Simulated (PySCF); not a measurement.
**Spin-Hamiltonian simulation**

Molecule: SMILES C#C/C=C/C, C$_{5}$H$_{6}$.

Molfile (atoms numbered from 1):
```
C5H6
     RDKit          3D

 11 10  0  0  0  0  0  0  0  0999 V2000
    3.0288    0.2434    0.4771 C   0  0  0  0  0  0  0  0  0  0  0  0
    1.8293    0.0797    0.5750 C   0  0  0  0  0  0  0  0  0  0  0  0
    0.4276   -0.1189    0.7119 C   0  0  0  0  0  0  0  0  0  0  0  0
   -0.4603    0.0823   -0.2775 C   0  0  0  0  0  0  0  0  0  0  0  0
   -1.9286   -0.1214   -0.1494 C   0  0  0  0  0  0  0  0  0  0  0  0
    4.0892    0.3890    0.3884 H   0  0  0  0  0  0  0  0  0  0  0  0
    0.0736   -0.4575    1.6941 H   0  0  0  0  0  0  0  0  0  0  0  0
   -0.0840    0.4206   -1.2501 H   0  0  0  0  0  0  0  0  0  0  0  0
   -2.2089   -0.4616    0.8581 H   0  0  0  0  0  0  0  0  0  0  0  0
   -2.4767    0.8115   -0.3643 H   0  0  0  0  0  0  0  0  0  0  0  0
   -2.2889   -0.8665   -0.8787 H   0  0  0  0  0  0  0  0  0  0  0  0
  1  2  3  0
  2  3  1  0
  3  4  2  0
  4  5  1  0
  1  6  1  0
  3  7  1  0
  4  8  1  0
  5  9  1  0
  5 10  1  0
  5 11  1  0
M  END
```

PySCF 2.14.0 with density-fitted response routines calculation with PBE0-D3(BJ)/def2-SVP geometry, shieldings: GIAO PBE0/pcSseg-1 and spin–spin couplings from B3LYP/pcJ-1 (without the spin–dipole term); non-relativistic Hamiltonian, a single conformation, equivalent nuclei averaged, isolated molecule.

References, each an isolated molecule treated in the same way: ¹H against TMS.

The 6-spin Hamiltonian (Zeeman plus full scalar coupling among like nuclei) was diagonalised exactly; lines are Lorentzian, 1.0 Hz wide, and the maxima above 3 % are listed with the tallest set to 100.

Peak list at 800 MHz for the spins H6/H7/H8/H9/H10/H11:
Hz from δ = 0 (height): 5157.5 (7), 5156.5 (7), 5149.2 (22), 5148.2 (22), 5140.9 (29), 5139.8 (29), 5132.4 (30), 5131.4 (30), 5124.1 (23), 5123.1 (23), 5115.8 (8), 5114.8 (8), 4478.1 (8), 4475.4 (22), 4474.4 (13), 4472.8 (25), 4471.8 (25), 4470.2 (13), 4469.2 (22), 4466.6 (8), 4461.2 (8), 4458.7 (21), 4457.6 (12), 4456.0 (24), 4455.0 (24), 4453.4 (12), 4452.4 (21), 4449.8 (7), 2347.1 (32), 2345.8 (45), 2344.6 (43), 2343.4 (42), 2342.2 (45), 2340.9 (32), 1518.1 (90), 1516.8 (100), 1515.6 (100), 1514.2 (91), 1509.8 (90), 1508.5 (99), 1507.2 (99), 1505.9 (89)

Problem. Extract the chemical shifts and coupling constants behind this pattern (give the signs of the calculation).

Solution. 
Shifts (ppm): H6 2.93, H7 5.58, H8 6.42, H9/H10/H11 1.89.
Couplings (Hz): H6–H7: -3.7; H6–H8: 1.1; H6–H9, H6–H10, H6–H11: -1.4; H7–H8: 16.8; H7–H9, H7–H10, H7–H11: -2.6; H8–H9, H8–H10, H8–H11: 8.3; H9–H10, H9–H11, H10–H11: -16.9.
These are the parameters used. A line list fixes at most the relative signs, and those only where coupling is strong; other parameter sets or atom labellings may fit too, and couplings well below the line width leave little trace. Couplings within a CH3 group never show.

Unscaled 3J(H,H) at this level run about 10 % above measured values.
